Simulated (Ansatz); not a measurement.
## Scan of [H···H···S], triplet

Starting geometry:

```xyz
3

H     0.0000    0.0000   -1.1643
H     0.0000    0.0000   -0.4193
S     0.0000    0.0000    1.5837
```

From there H2 is moved from one fragment to the other while all else, the fragments' distance too, stays fixed, so the hump isn't the reaction's barrier; atoms are numbered as listed. Energies are in eV, counted from the starting geometry at the same level. Kohn–Sham curves are unrestricted where that lies lower.

Basis cc-pVTZ; Ansatz 0.2.0. Correlated methods freeze the noble-gas cores. Prefix R: restricted or restricted open-shell reference; prefix U: unrestricted.

For open shells CISD is restricted-active-space CI with the open shells as a complete middle space.

Full CI isn't at hand for all of this; UCCSDT(Q) serves as the reference, and is uncertain by about the last step of the cluster series. The frozen core follows each run's orbitals, which can shift R against U totals by a few meV.

```
distance H1-H2 (Å)  UCCSDT(Q)  curve A  curve B  curve C  curve D
             0.693      0.030    0.026    0.037    0.029    0.018
             0.745      0.000    0.000    0.000    0.000    0.000
             0.834      0.143    0.153    0.127    0.145    0.169
             0.923      0.407    0.430    0.371    0.410    0.468
             1.012      0.678    0.718    0.622    0.684    0.784
             1.101      0.871    0.925    0.796    0.878    0.992
             1.190      0.941    0.999    0.857    0.949    1.062
             1.279      0.918    0.969    0.836    0.924    0.999
             1.368      0.888    0.929    0.815    0.891    0.933
```

Problem. The curves come from BCCD(T), CISD, UCCSD, wB97M-V. Compare each with UCCSDT(Q) and say which is which.

Solution. A: UCCSD, B: wB97M-V, C: BCCD(T), D: CISD. Spread of the error against UCCSDT(Q), over the points where both stand: A 0.062, B 0.091, C 0.008, D 0.133 eV.
